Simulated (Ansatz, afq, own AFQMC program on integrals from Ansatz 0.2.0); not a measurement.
**BGeH, triplet in cc-pVDZ, levels against CCSDT(Q)**

```xyz
3

Ge    0.0000    0.0000    1.5728
B     0.0000    0.0000   -0.1922
H     0.0000    0.0000   -1.3807
```

Connectivity, by distances: Ge–BH.

Basis cc-pVDZ. Only valence electrons are correlated. Ansatz 0.2.0 and our own AFQMC program on the same integrals; the CISD trial comes from CCSD amplitudes, and released means the phaseless constraint is let go. Uncertainties: one standard error, sampling alone. No spin–orbit coupling.

Determinant: UHF, the one that the program's search chose, which needn't be the lowest solution. The geometry is a point of a scan.

No full CI on the walks' own integrals is used here; CCSDT(Q) serves as the reference and is uncertain by about the last step of the cluster series.

Cautions: no relativity below Rb; no spin-orbit coupling; inner d shell frozen; lower spins were not checked; the released energies are still falling, so no released level is given (meV from the phaseless value at times in 1/Eh: -11 ± 10 at 0.24, -14 ± 7 at 0.51, -13 ± 6 at 0.99, -28 ± 9 at 1.62, -39 ± 8 at 2.40), though the last usable value meets CCSDT(Q) within the noise.

* T1 diagnostic: 0.0134
* weight of the determinant in the CISD state: 0.898
* ⟨S²⟩ of the determinant: 2.015
* size of the correlated space: 8 electrons in 31 orbitals

```json
{"level": "MP2", "correlation energy (eV)": "-3.2709"}
{"level": "CCSD", "correlation energy (eV)": "-4.0649"}
{"level": "CCSD(T)", "correlation energy (eV)": "-4.1956"}
```

Estimate where phaseless AFQMC with a CISD trial lies against CCSD(T) on the same integrals.

7.8 ± 8.6 meV below CCSD(T). The gap is under twice the noise, so this walk alone can't tell the two apart.

Reference: CCSDT(Q), correlation energy -4.233 eV.

```
        level  E − E(reference) (meV)  share of correlation (%)
      CCSD(T)                    37.8                     99.11
        CCSDT                     7.3                     99.83
  ph-AFQMC/HF             50.5 ± 39.8                     98.81
ph-AFQMC/CISD              30.0 ± 8.6                     99.29
```

A walk keeps the symmetry of its determinant, which the program's search chose and which needn't be the lowest solution, so a lower state of the same spin and another symmetry isn't excluded.
